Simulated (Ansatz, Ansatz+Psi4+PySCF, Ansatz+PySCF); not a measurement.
```csv
atom,x (Å),y (Å),z (Å)
O,0.0000,0.0000,0.1088
H,0.0000,0.0000,-1.8494
```

Basis set: cc-pVTZ (spherical functions). Left uncorrelated: 1 orbital. Correlation on ROHF uses semicanonical orbitals with singles. Charge 0, multiplicity 2.

Computed with Ansatz (development build ahead of 0.2.0); each method stands on the lowest determinant of its kind that the runs found.

The atomization energy at this shape (free ground-state atoms in the same class of orbitals less the molecule, no zero-point energy) of doublet OH:

```
      method  atomization energy
ROHF-CCSD(T)      12.12 kcal/mol
 UHF-CCSD(T)      10.07 kcal/mol
     UHF-MP2       4.32 kcal/mol
         UHF       0.82 kcal/mol
```

(1) What does ROHF-MP2 give?

Results:

(1) -7.08 kcal/mol. Caution: the shape is not the minimum. Caution for ROHF-CCSD(T), ROHF-MP2: an unrestricted determinant lies well below. Caution for ROHF-CCSD(T), UHF-CCSD(T), UHF-MP2, ROHF-MP2: large amplitudes, a single reference is doubtful. Caution for ROHF-CCSD(T): the amplitudes may be one of several solutions. Caution for UHF-CCSD(T): another reference gives a lower total. Caution for UHF-CCSD(T), UHF-MP2, UHF: the unrestricted determinant is a mixture of spin states.
